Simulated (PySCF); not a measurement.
## How methods differ on the ionisation energy of P

P [Ne] 3s2 3p3 (4S) → P⁺ [Ne] 3s2 3p2 (3P), as a difference of total energies. All numbers are calculated (PySCF 2.14, the non-relativistic Hamiltonian (point nucleus), in aug-cc-pwCVDZ). Correlated levels: valence: [Ne] frozen. The calculations carry no spin-orbit coupling.

```tsv
method	ionisation energy (eV)
UHF	9.936
MP2 (valence)	10.400
SCS-MP2 (valence)	10.239
CCSD (valence)	10.327
CCSD(T) (valence)	10.342
CCSDT (valence)	10.342
```

Errors of the correlated levels include the incompleteness of this basis and the frozen core.

Question: Which method comes closest to the reference value, and which is furthest?

Answer: The reference is 10.526 eV (measured; NIST levels, between the centres of gravity of the two terms). Closest: MP2 (valence) (error -0.126 eV); furthest: UHF (error -0.590 eV).
